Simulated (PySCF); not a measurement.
**Name the molecule from its bond curve**

A diatomic of charge +1 contains Si. Its singlet curve at MN15 in a triple-zeta basis (no relativity, PySCF), in eV from the separated fragments:

R (Å), E (eV) and a bar:
```
    1.307     -2.990 ##############
    1.368     -3.228 ######
    1.429     -3.355 #
    1.474     -3.393 
    1.520     -3.392 
    1.566     -3.358 #
    1.626     -3.273 ####
    1.702     -3.118 #########
    1.794     -2.883 ##################
    1.915     -2.521 ##############################
```

The fit gives ωe = 2201 cm⁻¹ and the rotational constant Bₑ = 7.754 cm⁻¹.

Task: Which atom is the partner?

Result: The minimum lies at 1.495 Å, so the reduced mass is 16.8576 u Å² cm⁻¹/(Bₑ·Re²) = 0.9727 u. With Si at 27.98 u the partner weighs about 1.0 u: H. The molecule is SiH⁺.
